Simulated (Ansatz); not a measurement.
Grey tin (α-Sn), treated with PBE0 in Ansatz (PAW).

Run with plane-wave cutoff 460 eV, 8×8×8 k mesh, Fermi–Dirac smearing 0.01 eV, scalar-relativistic PAW data made under PBE.

Cell (measured lattice):

```
Sn
1.0
    0.00000     3.24150     3.24150
    3.24150     0.00000     3.24150
    3.24150     3.24150     0.00000
Sn
2
Direct
  0.00000   0.00000   0.00000
  0.25000   0.25000   0.25000
```

Question: Estimate the band gap and width of the whole s-p valence band that the calculation returns.

Answer: 
* **band gap**: 0.38 eV (on the SCF k mesh)
* **width of the whole s-p valence band**: 11.98 eV

Measured, for comparison: band gap 0 eV (temperature not stated, not corrected to a static lattice; as tabulated in Das et al. (2018), arXiv:1807.05623).

Note: cell and atoms aren't relaxed at this level (pressure 1.3 GPa).

Spin–orbit coupling is not included.

It cost roughly 3.0 core-minutes of CPU time.

Ansatz is a quantum-chemistry and plane-wave program.
